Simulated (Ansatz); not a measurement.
Reaction (SMILES): FF (F2) → 2 F atom
B3LYP-D3(BJ)/def2-TZVP geometries, fixed; electronic energies without zero-point terms.
Largest species:
```xyz
2

F      0.0000     0.0000    -0.6982
F      0.0000     0.0000     0.6982
```

Core correlation in the bond dissociation energy at MP2 with Ansatz (an electronic-structure program), in kcal/mol: frozen core against all electrons. A restricted Hartree-Fock determinant is unstable towards unrestricted orbitals. Open shells are unrestricted.

```tsv
basis	functions, most	frozen core
cc-pVDZ	28	29.83
cc-pCVDZ	36	30.14
cc-pVTZ	60	40.11
cc-pwCVTZ	86	40.43
cc-pCVTZ	86	40.37
cc-pVQZ	110	42.39
cc-pCVQZ	168	42.41
cc-pwCVQZ	168	42.44
```

Problem. How large is the core term in each set?

Solution. The largest core-valence set, cc-pwCVQZ, gives a core term of -0.02 kcal/mol; the valence set cc-pVQZ, which lacks functions for the core, gives 0.27. By row: cc-pVDZ 0.16, cc-pCVDZ 0.17, cc-pVTZ 0.50, cc-pwCVTZ 0.01, cc-pCVTZ 0.02, cc-pVQZ 0.27, cc-pCVQZ -0.01, cc-pwCVQZ -0.02.
